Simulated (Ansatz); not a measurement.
Ytterbium, fcc: convergence with Methfessel-Paxton smearing

Computed with Ansatz, PBE, scalar-relativistic PAW, on the relaxed cell (a = 5.230 Å; spin not included). Errors count from a run at 420 eV on a Γ-centred 17×17×17 mesh with Fermi-Dirac smearing of 0.1 eV, extrapolated to zero width. Fixed here: cutoff 420 eV, mesh 10×10×10. The SCF starts from atomic densities corrected by a trained network.

```tsv
width (eV)	E(σ→0) error (meV/atom)	F error (meV/atom)	P (GPa)	SCF iterations
0.01	-11.2	-11.2	-0.06	8
0.03	-11.2	-11.3	-0.07	8
0.1	-11.6	-11.6	-0.08	7
0.2	13.8	41.2	-0.42	10
0.3	56.2	94.0	-0.37	11
0.6	167.9	220.7	-0.15	10
1.0	278.1	337.5	-0.10	9
```
